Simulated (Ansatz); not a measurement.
C3H4O can be A, `C#CCO`, or B, `CC=C=O`.

Calculated with Ansatz (gas phase, PBE0-D4/def2-TZVP geometries, no zero-point term in ΔE). CBS: MP2 limit from def2 TZ/QZ plus the TZ coupled-cluster correction, frozen cores. This one scheme is used for every species. DFT in def2-TZVPP. B3LYP here is the variant with VWN-RPA as its local correlation; programs differ in this. Each species was taken in one conformer, which may not be the lowest.

A:

```xyz
8

C     0.424   -0.299    1.798
C     0.259    0.047    0.661
C     0.017    0.448   -0.720
O    -0.389   -0.619   -1.549
H     0.582   -0.606    2.806
H    -0.718    1.264   -0.728
H     0.939    0.841   -1.155
H    -1.113   -1.076   -1.114
```

B:

```xyz
8

C    -0.373   -0.062    0.897
C     0.539    0.195   -0.269
C     0.215   -0.066   -1.508
O    -0.075   -0.298   -2.608
H     0.080   -0.764    1.603
H    -0.591    0.863    1.437
H    -1.322   -0.486    0.570
H     1.526    0.618   -0.122
```

Q: Which isomer does CCSD(T)/CBS put lower? Give the gap. (Estimate.)

A: The calculation gave: B, by 26.3 kcal/mol.

Q: Give E(B) − E(A) in kcal/mol with B3LYP-D4, CCSD/def2-TZVPP, PBE0-D4, ωB97M-V, B2PLYP, BLYP-D4, r2SCAN-D4. (Estimate.)

A: Computed: B3LYP-D4 -31.7, CCSD/def2-TZVPP -27.1, PBE0-D4 -32.9, ωB97M-V -30.0, B2PLYP -30.1, BLYP-D4 -32.9, r2SCAN-D4 -34.2. None reverses the order clearly.

Q: Does the order hold for the free energy at 298.15 K (harmonic terms from PBE0-D4)? (An estimate is asked.)

A: The calculation gave: Yes: G(B) − G(A) = -26.6 kcal/mol, for one conformer each.

Largest T1 diagnostic: 0.015.

From BLYP to BHLYP (50 % exact exchange), in def2-TZVPP and without D4, E(B) − E(A) moves by +2.9 kcal/mol. At CCSD(T), def2-SVP lies −6.2 kcal/mol from the extrapolated value and def2-TZVPP −1.4 kcal/mol.
